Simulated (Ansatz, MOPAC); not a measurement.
Molecule: beryllium hydride, BeH (charge 0, doublet). SMILES: [BeH]

Atoms: Be1, H2. Bonds: Be1-H2.

Bond lengths (Å) and angles (degrees) optimised at PM3 with MOPAC; PM6 with MOPAC; PM7 with MOPAC; MNDO with MOPAC; HF/STO-3G with Ansatz (a quantum-chemistry and plane-wave program); B3LYP/6-31G* with Ansatz, each started from the B3LYP-D3(BJ)/def2-TZVP structure (Ansatz) of the last column. A row stands for all coordinates that are equal there. 6-31G* holds six Cartesian d functions.

```csv
coordinate,PM3,PM6,PM7,MNDO,HF/STO-3G,B3LYP/6-31G*,B3LYP-D3(BJ)/def2-TZVP
Be1-H2,1.315,1.322,1.282,1.293,1.301,1.350,1.347
```

Mean signed difference of all 1 bond lengths from B3LYP-D3(BJ)/def2-TZVP: PM3 -0.032 Å, PM6 -0.026 Å, PM7 -0.066 Å, MNDO -0.054 Å, HF/STO-3G -0.046 Å, B3LYP/6-31G* 0.002 Å.
